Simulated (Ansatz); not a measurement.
Cost and result up the ladder for AlMe2H (C₂H₇Al) (10 atoms). Total charge 0; singlet. Geometry: r2SCAN-D4/def2-TZVP.

| atom | x (Å) | y (Å) | z (Å) |
| --- | --- | --- | --- |
| Al1 | 0.101 | -0.740 | 0.153 |
| C2 | 0.374 | -0.065 | -1.660 |
| C3 | -0.429 | 0.495 | 1.571 |
| H4 | 1.193 | 0.663 | -1.685 |
| H5 | -0.511 | 0.473 | -2.020 |
| H6 | 0.607 | -0.844 | -2.389 |
| H7 | -1.425 | 0.909 | 1.371 |
| H8 | 0.245 | 1.358 | 1.622 |
| H9 | -0.461 | 0.039 | 2.563 |
| H10 | 0.307 | -2.289 | 0.473 |

Ansatz on 2 threads of Arm Neoverse V1 on a shared host. Times are rough, and most runs start from the orbitals of an earlier one. PBE0-D4/def2-TZVP serves as the yardstick here, not as an exact answer. Differences are given only for rows in sets of like size (and for xTB, whose basis is part of the method), since another set adds its own error. Binding counts from free atoms at the same level (Al doublet, C triplet, H doublet; other spins of the atoms weren't run), without zero-point energy or a counterpoise term.

Correlated methods freeze 7 core orbitals.

Correlated methods converge slowly with the basis.

| level | functions | wall time | binding energy per atom (eV) | difference from PBE0-D4/def2-TZVP (eV) |
| --- | --- | --- | --- | --- |
| PBE-D4/def2-SVP | 81 | 0.85 s | 3.59 | – |
| PBE0-D4/def2-SVP | 81 | 0.9 s | 3.57 | – |
| MP2/def2-TZVP | 141 | 1.1 s | 3.45 | -0.11 |
| BLYP-D4/def2-TZVP | 141 | 1.4 s | 3.53 | -0.02 |
| PBE0-D4/def2-TZVP | 141 | 1.6 s | 3.56 | 0.00 |
| PBE-D4/def2-TZVP (with forces) | 141 | 1.8 s | 3.58 | 0.02 |
| r2SCAN-D4/def2-TZVP | 141 | 2.8 s | 3.57 | 0.02 |
| r2SCANh-D4/def2-TZVP | 141 | 3.2 s | 3.56 | 0.01 |
| B97M-V/def2-TZVP | 141 | 6.5 s | 3.59 | 0.03 |
| CCSD(T)/def2-TZVPP | 202 | 44 s | 3.50 | -0.06 |
